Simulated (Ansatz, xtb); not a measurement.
**Relative energy of two structures of CH4Al−**

Structure I is a singlet given by its coordinates and structure II is a singlet given by its coordinates. Both are isolated ions in the gas phase, relaxed with PBE0-D3(BJ)/def2-SVPD.

I (Å):

```
atom    x (Å)    y (Å)   z (Å)
   C  -0.8435  -2.5061  2.0743
  Al   0.4473  -1.2589  1.6623
   H  -1.3233  -3.1676  1.3357
   H  -1.2312  -2.6820  3.0902
   H   1.0227  -0.9972  0.1561
   H   1.1580  -0.2785  2.7584
```

Close contacts (Å): C1–Al2 1.84, C1–H3 1.10, C1–H4 1.10, Al2–H5 1.63, Al2–H6 1.63.

II (Å):

```xyz
6

C     0.4305   -0.5750    0.0863
Al    0.5085    1.4786    0.2722
H     1.2976   -1.0332   -0.4209
H     0.3408   -1.0457    1.0865
H    -0.4801   -0.8742   -0.4717
H    -0.9878    1.5997    1.0718
```

Close contacts (Å): C1–Al2 2.06, C1–H3 1.10, C1–H4 1.11, C1–H5 1.11, Al2–H6 1.70.

Energies in hartree; the thermal terms are from PBE0-D3(BJ)/def2-SVPD harmonic frequencies (ideal gas, rigid rotor, one conformer each, 600 K, 1 atm) and include the zero-point energy:

```
                                 I           II
E, CCSD(T)/def2-TZVPPD  −282.407733  −282.411143
     zero-point energy     0.034745     0.038416
          H(600 K) − E     0.048891     0.052325
          G(600 K) − E    −0.021097    −0.019950
```

Work out ΔE, ΔE₀, ΔH and ΔG for I → II in kcal/mol (1 Eh = 627.51 kcal/mol) and the equilibrium ratio [II]/[I].

1. ΔE = −282.411143 − (−282.407733) = −0.003410 Eh = −2.14 kcal/mol.
2. ΔE₀ = ΔE + ΔZPE = −0.003410 + (+0.003671) Eh = +0.16 kcal/mol.
3. ΔH = ΔE + (+0.003434) Eh = +0.02 kcal/mol.
4. ΔG = ΔE + (+0.001147) Eh = −1.42 kcal/mol, so ΔS = (ΔH − ΔG)/T = +10.0 J/(mol K).
5. kT = 1.9001 mEh, so K = [II]/[I] = exp(−ΔG/kT) = exp(+1.19) ≈ 3.3.

Structure II is favoured at this temperature. An error of 1 kcal/mol in ΔG would change K by a factor of 2.3. MP2/def2-TZVPPD gave ΔE the other sign. Mirror images and further conformers aren't counted.

Other levels gave ΔE = −3.6 (PBE0-D3(BJ)/def2-SVPD); −5.7 (HF/def2-TZVPPD); +0.5 (MP2/def2-TZVPPD) kcal/mol. The correlated steps freeze 6 core orbitals. Programs: Ansatz 0.2.0.
